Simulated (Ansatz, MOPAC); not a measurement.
Species: CHO2 (charge 0, doublet). SMILES: O=[C]O

Atoms: O1, C2, O3, H4. Bonds: O1-C2, O1-H4, C2-O3.

Bond lengths (Å) and angles (degrees) optimised at PM6 with MOPAC; PM7 with MOPAC; PBE/6-31G* with Ansatz (a first-principles code), each started from the B3LYP-D3(BJ)/def2-TZVP structure (Ansatz) of the last column. A row stands for all coordinates that are equal there. 6-31G* holds six Cartesian d functions. No wavenumbers were computed at PBE/6-31G*, so these may be saddle points.

```csv
coordinate,PM6,PM7,PBE/6-31G*,B3LYP-D3(BJ)/def2-TZVP
O1-C2,1.312,1.306,1.337,1.324
O1-H4,1.002,0.995,0.996,0.979
C2-O3,1.170,1.166,1.203,1.181
O1-C2-O3,142.3,142.0,130.3,130.8
C2-O1-H4,117.3,118.0,108.3,109.7
```

Mean signed difference of all 3 bond lengths from B3LYP-D3(BJ)/def2-TZVP: PM6 0.000 Å, PM7 -0.006 Å, PBE/6-31G* 0.017 Å.
